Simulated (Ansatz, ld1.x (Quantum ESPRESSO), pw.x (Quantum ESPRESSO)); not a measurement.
# What a changed setting does to a pw.x run (diamond Al)

Potential: norm-conserving RRKJ (Kleinman–Bylander form), ld1.x (Quantum ESPRESSO) 7.5, PBEsol; core [Ne], reference 3s2 3p1; waves: 3p (bound): rc 1.95 bohr; 3d channel at 0.35 Ry: rc 2.30 bohr; 3s (bound): rc 2.20 bohr; local part: the s channel; core correction: a·sin(br)/r model core, default radius (core density twice the valence density).

The reference run (k-mesh 8³, cutoffs 50/200 Ry, Fermi–Dirac 0.01 Ry, mixing_beta 0.4, conv_thr 1e-9, no spin) gives -0.32 GPa at 26.969 Å³/atom, where all-electron LAPW gives 0.01 GPa. This run, with its own iteration cap, changes nbnd to 6.

```
&control
  calculation='scf', prefix='x', pseudo_dir='./', outdir='./tmp', tstress=.true., disk_io='none'
/
&system
  ibrav=0, nat=2, ntyp=1, ecutwfc=50, ecutrho=200, nbnd=6,
  occupations='smearing', smearing='fd', degauss=0.01
/
&electrons
  conv_thr=1e-09, mixing_beta=0.4, electron_maxstep=50
/
ATOMIC_SPECIES
Al 1.0 Al.UPF
CELL_PARAMETERS angstrom
  0.00000000 2.99885141 2.99885141
  2.99885141 0.00000000 2.99885141
  2.99885141 2.99885141 0.00000000
ATOMIC_POSITIONS crystal
Al 0.0000 0.0000 0.0000
Al 0.2500 0.2500 0.2500
K_POINTS automatic
8 8 8 0 0 0
```

```bash
pw.x < Al.scf.in > Al.scf.out
```

Question: How does the run end?

Answer: It converges in 6 iterations; the free energy moves by +0.0 meV/atom and the pressure by +0.00 GPa. The result is that of the reference run.

```
Message from routine setup:
     using ibrav=0 with symmetry is DISCOURAGED, use correct ibrav instead
     lattice parameter (alat)  =       8.0144  a.u.
     unit-cell volume          =     363.9917 (a.u.)^3
     number of electrons       =         6.00
     number of Kohn-Sham states=            6
     kinetic-energy cutoff     =      50.0000  Ry
     charge density cutoff     =     200.0000  Ry
     scf convergence threshold =      1.0E-09
     Exchange-correlation= PBESOL
     number of k points=    29  Fermi-Dirac smearing, width (Ry)=  0.0100
     iteration #  1     ecut=    50.00 Ry     beta= 0.40
     total energy              =     -10.78621731 Ry
     estimated scf accuracy    <       0.00871019 Ry
     iteration #  2     ecut=    50.00 Ry     beta= 0.40
     total energy              =     -10.78589336 Ry
     estimated scf accuracy    <       0.00309225 Ry
     iteration #  3     ecut=    50.00 Ry     beta= 0.40
     total energy              =     -10.78591817 Ry
     estimated scf accuracy    <       0.00000409 Ry
     iteration #  4     ecut=    50.00 Ry     beta= 0.40
     total energy              =     -10.78591985 Ry
     estimated scf accuracy    <       0.00000257 Ry
     iteration #  5     ecut=    50.00 Ry     beta= 0.40
     total energy              =     -10.78591993 Ry
     estimated scf accuracy    <          2.8E-09 Ry
     iteration #  6     ecut=    50.00 Ry     beta= 0.40
     c_bands:  1 eigenvalues not converged
     the Fermi energy is     2.8217 ev
!    total energy              =     -10.78591994 Ry
     estimated scf accuracy    <          2.8E-10 Ry
     smearing contrib. (-TS)   =      -0.00680748 Ry
     The total energy is F=E-TS. E is the sum of the following terms:
     one-electron contribution =       3.10358239 Ry
     hartree contribution      =       0.38859789 Ry
     xc contribution           =      -5.71630501 Ry
     ewald contribution        =      -8.55498773 Ry
     convergence has been achieved in   6 iterations
          total   stress  (Ry/bohr**3)                   (kbar)     P=       -3.20
     Message from routine punch:
     Nothing written, as per user request (disk_io='none')
```

The run took about 5.3 s on one core of a shared host (Neoverse-V1, 32 threads, 247 GiB, load 25).
